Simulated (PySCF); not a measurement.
## O₂⁺: frontier orbitals

UHF at R = 1.101 Å; O def2-TZVPPD; no relativity (PySCF 2.14). State: ²Πg (doublet), unpaired electrons π ↑. Only the outer orbitals are listed.

```csv
spin,orbital,occ.,ε (eV),main shells (%)
α,σu,1,-42.81,"85 s, 14 p"
α,πu,1,-37.05,98 p
α,σg,1,-34.23,"77 p, 22 s"
α,πu,1,-32.28,96 p
α,πg,1,-26.76,101 p
α,πg,0,-10.46,100 p
α,σg,0,-2.86,105 s
β,σu,1,-39.93,"83 s, 17 p"
β,σg,1,-33.21,"74 p, 26 s"
β,πu,1,-31.74,96 p
β,πu,1,-30.27,96 p
β,πg,0,-9.74,100 p
β,πg,0,-8.22,100 p
β,σg,0,-2.81,105 s
```

**Question.** Which are the highest filled and the lowest empty level, where do they sit, and how wide is the gap?

**Answer.** Highest filled α πg at -26.76 eV (in %: 101 p); lowest empty α πg at -10.46 eV (in %: 100 p); the gap at UHF is 16.30 eV. Both belong to one degenerate shell, split only by its one-sided filling, so this is no excitation gap.

```
bond order (Mayer)             : 2.28
⟨S²⟩                           : 0.763
polarisability along the bond  : 10.0 bohr³
polarisability across the bond : 4.9 bohr³
```

Shares are Mulliken populations and can fall outside 0 to 100 %.

The state is the lowest determinant that a PBE0 search found; another state may lie lower at other levels.
